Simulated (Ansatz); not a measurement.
Geometry optimisation, RKS PBE0-D4/6-31G* in Ansatz.

Input file:

```yaml
crystal:
  periodic: [false, false, false]
  atoms:
    - { symbol: B, position_ang: [0.122543, 0.631945, -0.331715] }
    - { symbol: H, position_ang: [0.061893, -0.402642, 1.836354] }
    - { symbol: "N", position_ang: [1.357365, 0.046023, -0.660414] }
    - { symbol: H, position_ang: [1.418685, -0.867346, -1.079205] }
    - { symbol: H, position_ang: [2.25595, 0.457861, -0.46137] }
    - { symbol: H, position_ang: [-0.893017, 0.049189, -0.597888] }
    - { symbol: "N", position_ang: [0.025753, 1.950833, 0.342079] }
    - { symbol: H, position_ang: [0.819401, 2.56508, 0.443246] }
    - { symbol: H, position_ang: [-0.856829, 2.437363, 0.354986] }
    - { symbol: H, position_ang: [-0.058643, 0.294395, 1.891228] }
basis:
  gaussian: { orbitals: "6-31G*" }
hamiltonian:
  xc: pbe0
  dispersion: d4
relax:
  f_tol: 0.03
  max_steps: 50
output:
  orbitals: {}
```

Command:

```bash
$ ansatz run input.yaml --threads 1 --pin off --max-ram 2048MiB --backend cpu --events-out ev --progress --plain --runs-dir out
```

Task: Where does it end, and by what steps?

Result: The forces met the threshold. The force dipped under the threshold on the way, but the program's further checks kept it going. After 17 steps the energy has fallen by 0.344 eV; H2 moved furthest, 1.45 Å.

| step | energy less start (eV) | largest force component (eV/Å) | accepted |
| --- | --- | --- | --- |
| 0 | 0.0000 | 1.924 | yes |
| 1 | -0.1973 | 0.738 | yes |
| 2 | -0.2715 | 0.492 | yes |
| 3 | -0.3045 | 0.140 | yes |
| 4 | -0.3197 | 0.169 | yes |
| 5 | -0.3266 | 0.134 | yes |
| 6 | -0.2924 | 0.633 | no |
| 7 | -0.3311 | 0.047 | yes |
| 8 | -0.3337 | 0.170 | yes |
| 9 | -0.3364 | 0.113 | yes |
| 10 | -0.3378 | 0.203 | yes |
| 11 | -0.3411 | 0.076 | yes |
| 12 | -0.3423 | 0.015 | yes |
| 13 | -0.3431 | 0.037 | yes |
| 14 | -0.3429 | 0.152 | no |
| 15 | -0.3437 | 0.042 | yes |
| 16 | -0.3439 | 0.072 | yes |
| 17 | -0.3441 | 0.029 | yes |

```xyz
10
Properties=species:S:1:pos:R:3
B 0.185 0.701 -0.728
H -0.194 -0.015 3.208
N 1.436 0.143 -1.067
H 1.524 -0.580 -1.761
H 2.312 0.395 -0.635
H -0.795 0.306 -1.301
N 0.030 1.703 0.262
H 0.792 2.124 0.771
H -0.865 2.112 0.467
H -0.173 0.275 2.520
```

The run took 34 s on 1 thread of Arm Neoverse V1 (shared host), peak memory 0.11 GiB.
